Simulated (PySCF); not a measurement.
C₂H₅O, SMILES [O]CC, doublet (CAM-B3LYP/def2-SVP optimised geometry):

```
8

C     -0.288    -0.361    -1.233
C      0.271     0.332     0.000
O     -0.134    -0.169     1.193
H      0.086     0.108    -2.156
H      0.002    -1.422    -1.241
H     -1.386    -0.308    -1.237
H      0.033     1.422     0.000
H      1.386     0.332     0.000
```

Level of theory: unrestricted CAM-B3LYP/def2-TZVP run with PySCF.

Task: What are the frontier orbital energies (α orbitals alone; a β orbital can be the lowest empty one) and the dipole moment?

Result: HOMO-2 -12.33 eV, HOMO-1 -10.54 eV, HOMO -9.70 eV, LUMO 2.07 eV, LUMO+1 3.01 eV; dipole moment 2.12 D.

On the same geometry unrestricted PBE/def2-TZVP run with PySCF gives HOMO-2 -9.28 eV, HOMO-1 -7.31 eV, HOMO -6.30 eV, LUMO 0.48 eV, LUMO+1 1.41 eV; dipole moment 2.14 D.

Meta-Löwdin charges at CAM-B3LYP/def2-TZVP: C1 -0.35, C2 0.03, O3 -0.29, H4 0.11, H5 0.12, H6 0.12, H7 0.13, H8 0.13.
